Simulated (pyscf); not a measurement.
**Elimination: `[CH3][CH2][OH]` → `[CH4]` + `[CH2]=[O]`**

Gas phase, singlet surface, charge 0. Bonds broken: C1–C2, O3–H9. Bonds formed: C1–H9. Optimised with ωB97X-D3(BJ)/def2-SVP in PySCF. Correlated levels are frozen-core, on RHF or UHF. ΔMP2 is the change of the MP2 total energy from the triple- to the quadruple-zeta basis.

Transition state (Å):

```xyz
9

C     -0.6325     1.2876     0.2003
C     -0.3260    -0.8838     0.7015
O      0.8870    -0.4887     0.5289
H     -0.5473     0.6398    -0.6643
H     -1.2801     2.1602     0.0326
H     -0.4248     1.0980     1.2469
H     -0.8475    -1.4380    -0.0968
H     -0.7309    -1.0022     1.7205
H      0.7739     0.6273     0.2685
```

One imaginary mode, 1512i cm⁻¹; descent along it reached the two sides named.

```csv
bond,change,reactant side (Å),saddle,product side
C1–C2,breaks,1.523,2.249,3.6
O3–H9,breaks,0.964,1.152,2.517
C1–H9,forms,2.6,1.555,1.144
```

Electronic energies relative to the reactant's lowest minimum found (kcal/mol):

| level | barrier | reaction energy | reverse barrier |
|---|---|---|---|
| ωB97X-D3(BJ)/def2-TZVP | 102.9 | +16.2 | 86.6 |
| PBE/def2-TZVP | 87.0 | +14.4 | 72.6 |
| r²SCAN/def2-TZVP | 92.1 | +16.0 | 76.1 |
| B3LYP-D3(BJ)/def2-TZVP | 94.5 | +13.2 | 81.2 |
| PBE0-D3(BJ)/def2-TZVP | 96.9 | +18.8 | 78.1 |
| M06-2X/def2-TZVP | 99.4 | +17.5 | 81.9 |
| ωB97M-D3(BJ)/def2-TZVP | 99.1 | +15.2 | 83.9 |
| HF/def2-TZVP | 121.4 | +10.1 | 111.3 |
| MP2/def2-QZVPP | 97.1 | +17.2 | 79.9 |
| CCSD/def2-TZVPP | 103.0 | +15.4 | 87.6 |
| CCSD(T)/def2-TZVPP | 96.8 | +15.1 | 81.7 |
| CCSD(T)/def2-TZVPP + ΔMP2(QZVPP) | 97.0 | +16.0 | 81.0 |

With CCSD(T)/def2-TZVPP + ΔMP2(QZVPP) energies and thermal terms (ideal gas, 1 atm, RRHO with modes under 100 cm⁻¹ raised to 100, one conformer, R ln 2 for rigid chiral ones), in kcal/mol:

| T (K) | ΔH‡ | ΔG‡ | ΔH | ΔG |
|---|---|---|---|---|
| 298 | 91.8 | 92.4 | +11.9 | +2.6 |
| 600 | 92.0 | 93.0 | +11.7 | -6.8 |
| 900 | 92.0 | 93.5 | +10.9 | -15.9 |
| 1200 | 91.9 | 94.0 | +9.9 | -24.7 |

The same reactants have a lower exit, to H₂C=CH₂ + H₂O (barrier +69.7 kcal/mol at ωB97M-D3(BJ), against +99.1 kcal/mol here). This is the saddle that the search found; another between the same sides may lie lower. The CCSD(T) − MP2 part came from Ansatz, without density fitting, on the same reference.
